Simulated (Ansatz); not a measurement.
Cost and result for the atomization energy of Al2ClH3, SMILES `[AlH2][AlH][Cl]` (6 atoms, 5 bonds).

Cartesian coordinates in Å:
```
Al 0.016 -0.417 1.292
Al 0.125 0.233 -1.225
Cl -1.097 1.840 -1.852
H 0.869 -1.633 1.865
H -0.905 0.389 2.307
H 0.991 -0.413 -2.387
```

Charge 0, multiplicity 1. Geometry: relaxed with PBE0-D4/def2-TZVP. Program: Ansatz. All runs use 2 threads of an Arm Neoverse V2 on a shared host. Times are those of one run each, without the atoms' runs, and a repeat can differ threefold. Electronic energies, without spin–orbit coupling; frozen cores. CCSD(T)/CBS adds CCSD(T) − MP2 in def2-TZVPP to the MP2 limit, and its time is that of the two runs behind it. T1 = 0.010. B3LYP takes the VWN-RPA correlation (the form of Gaussian; ORCA's B3LYP/G). HSE06 is the plane-wave form, built on full-range PBE exchange.

CCSD(T)/CBS is a level of theory with its own doubt, some kJ/mol a heavy atom from the limit and from the frozen cores, so smaller differences don't rank the functionals.

```tsv
level	functions	wall time
CCSD(T)/def2-SVP	69	0.65 s
BLYP-D4/def2-TZVPP	168	1.5 s
BHLYP-D4/def2-TZVPP	168	2.1 s
HSE06-D4/def2-TZVPP	168	2.2 s
CAM-B3LYP-D4/def2-TZVPP	168	2.4 s
B3LYP-D4/def2-TZVPP (with forces)	168	2.6 s
B2PLYP/def2-TZVPP	168	3.4 s
PBE-QIDH/def2-TZVPP	168	3.4 s
r2SCAN-D4/def2-TZVPP (with forces)	168	3.8 s
ωB97X-V/def2-TZVPP	168	5.5 s
MP2/def2-QZVPP	300	8 s
CCSD(T)/def2-TZVPP	168	14 s
CCSD(T)/CBS(def2)	–	22 s
```

Task: What atomization energy does each give, and how far from CCSD(T)/CBS? (An estimate is asked.)

Result: The calculation gave: 
```tsv
level	atomization (kcal/mol)	difference from CCSD(T)/CBS	per bond
CCSD(T)/def2-SVP	325.9	-24.8	-5.0
BLYP-D4/def2-TZVPP	338.2	-12.5	-2.5
BHLYP-D4/def2-TZVPP	342.5	-8.2	-1.6
HSE06-D4/def2-TZVPP	341.9	-8.8	-1.8
CAM-B3LYP-D4/def2-TZVPP	345.9	-4.8	-1.0
B3LYP-D4/def2-TZVPP (with forces)	343.9	-6.8	-1.4
B2PLYP/def2-TZVPP	340.8	-9.9	-2.0
PBE-QIDH/def2-TZVPP	344.1	-6.6	-1.3
r2SCAN-D4/def2-TZVPP (with forces)	349.7	-1.0	-0.2
ωB97X-V/def2-TZVPP	352.3	1.6	0.3
MP2/def2-QZVPP	346.8	-3.9	-0.8
CCSD(T)/def2-TZVPP	340.4	-10.3	-2.1
CCSD(T)/CBS(def2)	350.7	0.0	0.0
```

At CCSD(T), def2-SVP lies −24.8 kcal/mol from the extrapolated value and def2-TZVPP −10.4 kcal/mol: correlation converges slowly with the basis, and small sets miss more of it in the bonded molecule than in its fragments. Leaving LDA and LC-ωPBE aside and taking each functional with its dispersion term where it has one, the values, not all of them listed here, spread over 24.3 kcal/mol, from revPBE-D4 to B97M-V. LDA lies +39.2 kcal/mol from PBE without D4, its usual overbinding. From BLYP to BHLYP (50 % exact exchange), in def2-TZVPP and without D4, the atomization energy moves by +5.7 kcal/mol.
